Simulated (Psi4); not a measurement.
# CH4FSi (SMILES C[SiH]F) at UMP2/cc-pV(D+d)Z (density fitting, density fitting for correlation, sweep point 2)

Aim: the vertical electron affinity of CH4FSi at UMP2/cc-pV(D+d)Z (density fitting, density fitting for correlation, sweep point 2), from 2 runs. 

The results are computed with Psi4 1.11.

### 1 The structure to begin with

The species is CH4FSi (7 atoms), meant as a doublet with charge 0. As SMILES, `C[SiH]F`. The coordinates come from a PBE0-D4/def2-TZVP relaxation.

Bond lengths: C1–Si2 1.864 Å, Si2–F3 1.609 Å, C1–H4 1.091 Å, C1–H5 1.093 Å, C1–H6 1.094 Å, Si2–H7 1.494 Å. Angles: C1–Si2–F3 108.7°, C1–Si2–H7 111.7°, F3–Si2–H7 106.7°, Si2–C1–H4 111.5°, Si2–C1–H5 109.9°, Si2–C1–H6 110.0°, H4–C1–H5 108.4°, H4–C1–H6 108.5°, H5–C1–H6 108.5°.

### 2 The energy at UMP2/cc-pV(D+d)Z (density fitting, density fitting for correlation, sweep point 2)

Contents of ch4fsi.dat:

```
memory 1600 MB

molecule {
  0 2
  C     -1.23493602     0.73604833    -0.56313839
  Si     1.73363475    -1.12268629    -0.19672049
  F      1.21074753    -3.42569552     1.71889488
  H     -2.73046528    -0.39268509    -1.42504247
  H     -0.88854922     2.38275567    -1.76065783
  H     -1.89104893     1.39518480     1.28425787
  H      3.80080615     0.42707810     0.94240642
  units bohr
  symmetry c1
}

set globals {
  basis cc-pV(D+d)Z
  reference uhf
  puream true
  scf_type df
  num_frozen_docc 7
  maxiter 100
}

energy_value, wavefunction = energy("mp2", return_wfn=True)
```

The run is started by

```sh
psi4 ch4fsi.dat ch4fsi.out -n 1
```

ch4fsi.out:

```text
[...]
  Running in c1 symmetry.
[...]
  Nuclear repulsion =  106.882452003914793
[...]
  Multiplicity = 2
[...]
  Nalpha       = 17
  Nbeta        = 16
[...]
    Number of basis functions: 71
[...]
   @DF-UHF iter   1:  -428.50964414525509   -7.32116e-01   5.65070e-03 ADIIS/DIIS
[...]
   @DF-UHF iter  13:  -428.60020201932605   -9.54969e-12   8.66225e-09 DIIS
[...]
   @S^2 Observed:                7.526833987E-01
[...]
    Orbital Energies [Eh]
    ---------------------
    Alpha Occupied:
       1A    -68.822866     2A    -26.278204     3A    -11.228635
       4A     -6.167839     5A     -4.278950     6A     -4.272147
       7A     -4.269557     8A     -1.579355     9A     -0.965622
      10A     -0.749596    11A     -0.660313    12A     -0.654191
      13A     -0.606240    14A     -0.572915    15A     -0.560973
      16A     -0.470938    17A     -0.336875
    Alpha Virtual:
      18A      0.151709    19A      0.170472    20A      0.222655
      21A      0.240225    22A      0.246484    23A      0.263990
      24A      0.406558    25A      0.434602    26A      0.488562
[...]
  @DF-UHF Final Energy:  -428.60020201932605
   => Energetics <=
    Nuclear Repulsion Energy =            106.8824520039147927
    One-Electron Energy =                -806.5185556798617199
    Two-Electron Energy =                 271.0359016566209220
    Total Energy =                       -428.6002020193260478
  UHF NO Occupations:
  HONO-2 :   15  A 1.9998952
  HONO-1 :   16  A 1.9989201
  HONO-0 :   17  A 1.0000000
  LUNO+0 :   18  A 0.0010799
  LUNO+1 :   19  A 0.0001048
[...]
 Multipole Moments:
 ------------------------------------------------------------------------------------
     Multipole            Electronic (a.u.)      Nuclear  (a.u.)        Total (a.u.)
 ------------------------------------------------------------------------------------
 L = 1.  Multiply by 2.5417464519 to convert [e a0] to [Debye]
 Dipole X            :          2.5615971           -2.7379416           -0.1763446
 Dipole Y            :         -4.9816519            5.5794419            0.5977899
 Dipole Z            :          1.3188997           -1.7976209           -0.4787212
 Magnitude           :                                                    0.7858907
[...]
```

Wall time 3 s (1 thread of Intel Xeon Platinum 8259CL at 2.50GHz (Skylake/Cascade Lake), shared host); peak memory 0.27 GiB.

### 3 The singlet anion

Contents of job.inp:

```
memory 1600 mb

molecule geom {
  -1 1
  C     -1.23493602     0.73604833    -0.56313839
  Si     1.73363475    -1.12268629    -0.19672049
  F      1.21074753    -3.42569552     1.71889488
  H     -2.73046528    -0.39268509    -1.42504247
  H     -0.88854922     2.38275567    -1.76065783
  H     -1.89104893     1.39518480     1.28425787
  H      3.80080615     0.42707810     0.94240642
  units au
  symmetry c1
}

set {
  puream true
  scf_type df
  num_frozen_docc 7
}

energy('mp2/cc-pV(D+d)Z')
print_variables()
```

The run is started by

```sh
psi4 -i job.inp -o job.out -n 1
```

job.out:

```text
[...]
  Running in c1 symmetry.
[...]
  Nuclear repulsion =  106.882452003914793
[...]
  Multiplicity = 1
[...]
  Nalpha       = 17
  Nbeta        = 17
[...]
    Number of basis functions: 71
[...]
   @DF-RHF iter   1:  -428.44756604520734   -6.70038e-01   6.38243e-03 DIIS/ADIIS
[...]
   @DF-RHF iter  12:  -428.56464786715054   -4.20641e-12   4.76530e-09 DIIS
[...]
    Orbital Energies [Eh]
    ---------------------
    Doubly Occupied:
       1A    -68.524942     2A    -26.037242     3A    -11.019984
       4A     -5.870488     5A     -3.977605     6A     -3.975170
       7A     -3.973590     8A     -1.341790     9A     -0.754164
      10A     -0.505633    11A     -0.423451    12A     -0.421977
      13A     -0.373511    14A     -0.365847    15A     -0.341594
      16A     -0.234434    17A      0.001043
[...]
  @DF-RHF Final Energy:  -428.56464786715054
   => Energetics <=
    Nuclear Repulsion Energy =            106.8824520039147927
    One-Electron Energy =                -814.6134410400702563
    Two-Electron Energy =                 279.1663411690049656
    Total Energy =                       -428.5646478671505406
[...]
 Multipole Moments:
 ------------------------------------------------------------------------------------
     Multipole            Electronic (a.u.)      Nuclear  (a.u.)        Total (a.u.)
 ------------------------------------------------------------------------------------
 L = 1.  Multiply by 2.5417464519 to convert [e a0] to [Debye]
 Dipole X            :          1.6982804           -2.7379416           -1.0396612
 Dipole Y            :         -5.2330874            5.5794419            0.3463544
 Dipole Z            :          2.5254934           -1.7976209            0.7278725
 Magnitude           :                                                    1.3155437
[...]
```

It took 2.8 s on 1 thread of Intel Xeon Platinum 8259CL at 2.50GHz (Skylake/Cascade Lake), shared host; peak memory 0.26 GiB.

### 4 Summary of results

At UMP2/cc-pV(D+d)Z (density fitting, density fitting for correlation, sweep point 2), 7 core orbitals frozen:

```
                                                                  quantity          value
                                              doublet CH4FSi: total energy  -429.01453 Eh
doublet CH4FSi: HOMO energy (Hartree–Fock orbitals) (highest over α and β)       -9.17 eV
 doublet CH4FSi: LUMO energy (Hartree–Fock orbitals) (lowest over α and β)        1.79 eV
               doublet CH4FSi: correlation energy (7 core orbitals frozen)     -414.3 mEh
                         doublet CH4FSi: ⟨S²⟩ of the reference determinant          0.753
                                               singlet anion: total energy  -429.00150 Eh
                        singlet anion: HOMO energy (Hartree–Fock orbitals)        0.03 eV
                        singlet anion: LUMO energy (Hartree–Fock orbitals)        9.67 eV
      singlet anion: HOMO–LUMO gap (to an unbound level, set by the basis)        9.65 eV
                singlet anion: correlation energy (7 core orbitals frozen)     -436.8 mEh
                         vertical electron affinity (to the singlet anion)      -0.355 eV
```

**Reading.** The anion lies 0.35 eV (34.2 kJ/mol) above the neutral: the electron isn't bound at this level, and such a value depends on the basis. The HOMO (singlet anion) lies at positive energy, 0.03 eV: the electron is unbound at this level or held by a compact basis; values depend on the basis.
